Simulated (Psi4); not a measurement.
# HCl (hydrogen chloride) at BCCD/def2-SVP

What is the energy change on altering one bond length of HCl (hydrogen chloride) at BCCD/def2-SVP? 

The results are computed with Psi4 1.11.

3 further runs of the same task are left out: 3 set aside as unsound or not needed.

## Step 1: The structure to begin with

HCl: 2 atoms, total charge 0, spin state singlet. As SMILES, `Cl`. The coordinates come from a PBE0-D4/def2-TZVP relaxation.

Bond lengths: Cl1–H2 1.279 Å.

## Step 2: The energy at BCCD/def2-SVP

Input file input.json:

```json
{
 "schema_name": "qcschema_input",
 "schema_version": 1,
 "molecule": {
  "schema_name": "qcschema_molecule",
  "schema_version": 2,
  "symbols": ["Cl", "H"],
  "geometry": [1.03179046, -0.33731611, 0.5306351, -1.03179046, 0.33731611, -0.5306351],
  "molecular_charge": 0,
  "molecular_multiplicity": 1
 },
 "driver": "energy",
 "model": {
  "method": "bccd",
  "basis": "def2-SVP"
 },
 "keywords": {
  "freeze_core": true,
  "scf_type": "pk"
 }
}
```

Command:

```sh
psi4 --qcschema input.json -n 1 --memory 1600MB
```

stdout:

```text
[...]
  Running in c2v symmetry.
[...]
  Nuclear repulsion =    7.034776967508856
[...]
  Multiplicity = 1
[...]
  Nalpha       = 9
  Nbeta        = 9
[...]
    Number of basis functions: 23
[...]
   @RHF iter   1:  -459.91792367472959   -1.46104e-01   1.17538e-02 ADIIS/DIIS
[...]
   @RHF iter   9:  -459.93825915460320   -4.54747e-13   4.93322e-09 DIIS
[...]
    Orbital Energies [Eh]
    ---------------------
    Doubly Occupied:
       1A1  -104.795079     2A1   -10.557246     3A1    -8.032531
       1B2    -8.029036     1B1    -8.029036     4A1    -1.102365
       5A1    -0.612956     2B2    -0.464740     2B1    -0.464740
[...]
  @RHF Final Energy:  -459.93825915460320
   => Energetics <=
    Nuclear Repulsion Energy =              7.0347769675088561
    One-Electron Energy =                -649.7706160734214791
    Two-Electron Energy =                 182.7975799513093875
    Total Energy =                       -459.9382591546032586
[...]
 Multipole Moments:
 ------------------------------------------------------------------------------------
     Multipole            Electronic (a.u.)      Nuclear  (a.u.)        Total (a.u.)
 ------------------------------------------------------------------------------------
 L = 1.  Multiply by 2.5417464519 to convert [e a0] to [Debye]
 Dipole X            :          0.0000000            0.0000000            0.0000000
 Dipole Y            :          0.0000000            0.0000000            0.0000000
 Dipole Z            :          0.6420479           -1.1980385           -0.5559907
 Magnitude           :                                                    0.5559907
[...]
      * MP2 total energy                      = -460.083241784394716
[...]
      * CCSD total energy                     = -460.099954271310310
[...]
      * MP2 total energy                      = -460.084221442387218
[...]
      * CCSD total energy                     = -460.099887697929887
[...]
      * MP2 total energy                      = -460.084227914796031
[...]
      * CCSD total energy                     = -460.099886938096802
[...]
```

The result, in JSON:

```text
{
 "driver": "energy",
 "model": {
  "method": "bccd",
  "basis": "def2-SVP"
 },
 "success": true,
 "return_result": -460.0998869380968,
 "properties": {
  "calcinfo_nbasis": 23,
  "calcinfo_nmo": 23,
  "calcinfo_nalpha": 9,
  "calcinfo_nbeta": 9,
  "calcinfo_natom": 2,
  "nuclear_repulsion_energy": 7.034776967508856,
  "return_energy": -460.0998869380968,
  "scf_one_electron_energy": -649.7706160734215,
  "scf_two_electron_energy": 182.7975799513094,
  "scf_dipole_moment": [0.0, 4.820472032372625e-51, -0.5559906788088447],
  "scf_total_energy": -459.9382591546032,
  "scf_iterations": 9,
  "mp2_same_spin_correlation_energy": -0.03550533792083986,
  "mp2_opposite_spin_correlation_energy": -0.10947729186988968,
  "mp2_singles_energy": -1.818303528395353e-28,
  "mp2_doubles_energy": -0.14498262979072954,
  "mp2_correlation_energy": -0.14498262979072954,
  "mp2_total_energy": -460.0832417843947,
  "ccsd_same_spin_correlation_energy": -0.03469201380693421,
  "ccsd_opposite_spin_correlation_energy": -0.12700310289935363,
  "ccsd_singles_energy": 0.0,
  "ccsd_doubles_energy": -0.16169511670628783,
  "ccsd_correlation_energy": -0.1616951167062879,
  "ccsd_total_energy": -460.0999542713103,
  "ccsd_iterations": 6
 }
}
```

It took 5.4 s on 1 thread of AMD EPYC 7B13 (Zen 3), shared host; peak memory 0.18 GiB.

## Step 3: The distorted shape, same level

Input file clh.xyz:

```xyz
2
ClH
Cl     2.184018    -0.714006     1.123209
H     -0.546000     0.178500    -0.280800
```

Input file clh.py:

```python
import psi4

psi4.set_memory('1600 MB')
psi4.set_num_threads(1)
psi4.set_output_file('run.log', False)

with open('clh.xyz') as f:
    atoms = ''.join(f.readlines()[2:])
m = psi4.geometry('0 1\n' + atoms + '')

psi4.set_options({
    'basis': 'def2-SVP',
    'freeze_core': True,
    'scf_type': 'pk',
})

e_tot = psi4.energy("bccd")
print(f'total energy {e_tot:.8f} hartree = {e_tot * 27.211386:.5f} eV')
```

Command:

```sh
python clh.py
```

run.log:

```text
[...]
  Running in c2v symmetry.
[...]
  Nuclear repulsion =    2.813892297817678
[...]
  Multiplicity = 1
[...]
  Nalpha       = 9
  Nbeta        = 9
[...]
    Number of basis functions: 23
[...]
   @RHF iter   1:  -459.51409433377307   -2.04466e-01   1.96473e-02 DIIS/ADIIS
[...]
   @RHF iter  11:  -459.66695109223622   -5.68434e-14   9.45693e-09 DIIS
[...]
    Orbital Energies [Eh]
    ---------------------
    Doubly Occupied:
       1A1  -104.797442     2A1   -10.553694     3A1    -8.028379
       1B1    -8.024650     1B2    -8.024650     4A1    -1.020808
       2B2    -0.442251     2B1    -0.442251     5A1    -0.370600
[...]
  @RHF Final Energy:  -459.66695109223622
   => Energetics <=
    Nuclear Repulsion Energy =              2.8138922978176781
    One-Electron Energy =                -641.5522421109244533
    Two-Electron Energy =                 179.0713987208705760
    Total Energy =                       -459.6669510922362178
[...]
 Multipole Moments:
 ------------------------------------------------------------------------------------
     Multipole            Electronic (a.u.)      Nuclear  (a.u.)        Total (a.u.)
 ------------------------------------------------------------------------------------
 L = 1.  Multiply by 2.5417464519 to convert [e a0] to [Debye]
 Dipole X            :          0.0000000            0.0000000            0.0000000
 Dipole Y            :          0.0000000           -0.0000000           -0.0000000
 Dipole Z            :          1.8386102           -2.9951160           -1.1565058
 Magnitude           :                                                    1.1565058
[...]
      * MP2 total energy                      = -459.876663305310728
[...]
      * CCSD total energy                     = -459.930012092035554
[...]
      * MP2 total energy                      = -459.905287013069540
[...]
      * CCSD total energy                     = -459.929806557408824
[...]
      * MP2 total energy                      = -459.905297974824748
[...]
      * CCSD total energy                     = -459.929806653493017
[...]
```

Standard output:

```text
total energy -459.92980665 hartree = -12515.32750 eV
```

It took 49 s on 1 thread of AMD EPYC 7B13 (Zen 3), shared host; peak memory 0.18 GiB.

## Step 4: What came out

Level: BCCD/def2-SVP, 5 core orbitals frozen.

| quantity | value |
| --- | --- |
| first shape: total energy | -460.09989 Eh |
| first shape: HOMO energy (Hartree–Fock orbitals) | -12.65 eV |
| first shape: LUMO energy (Hartree–Fock orbitals) | 4.41 eV |
| first shape: HOMO–LUMO gap (Hartree–Fock orbitals) | 17.06 eV |
| first shape: correlation energy (5 core orbitals frozen) | -161.6 mEh |
| distorted shape: total energy | -459.92981 Eh |
| distorted shape: HOMO energy (Hartree–Fock orbitals) | -10.08 eV |
| distorted shape: LUMO energy (Hartree–Fock orbitals) | -4.29 eV |
| distorted shape: HOMO–LUMO gap (Hartree–Fock orbitals) | 5.80 eV |
| distorted shape: correlation energy (5 core orbitals frozen) | -262.9 mEh |
| energy change with the Cl1–H2 bond stretched from 1.279 to 3.197 Å | 4.628 eV |

**Reading.** With the Cl1–H2 bond stretched from 1.279 to 3.197 Å the energy rises by 4.63 eV (447 kJ/mol). The first shape isn't relaxed at this level, so the change isn't measured from a minimum. A restricted reference can't describe the breaking bond well at this length.
